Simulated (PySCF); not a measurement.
Bonds broken one at a time in the series In F-OH. Gas-phase values, no solvent. One relaxed conformer stands for each flexible species; it need not be the lowest. Strings in code marks are SMILES.

Computed with PySCF with M06-2X/def2-TZVP. 

```csv
species,highest occupied spin orbital (eV)
whole molecule (`[F][In]([F])[F]`),–
radical fragment (`[F]`),-14.77
radical fragment (`[F][In][F]`),(withheld)
radical fragment (`[OH]`),-11.00
radical fragment (`[F][In][OH]` (H–O–In–F torsion 180°)),-8.30
"whole molecule (`[OH][In]([OH])[F]` (H–O–In–F torsion 0°, F–In–O–H torsion -180°))",–
"radical fragment (`[In]([OH])[OH]` (H–O–In–O torsion 0°, O–In–O–H torsion 180°))",-7.89
whole molecule (`[OH][In]([OH])[OH]`),–
```

Question: What belongs in the gaps?

Answer: 
- radical fragment (`[F][In][F]`), highest occupied spin orbital (eV): -9.00
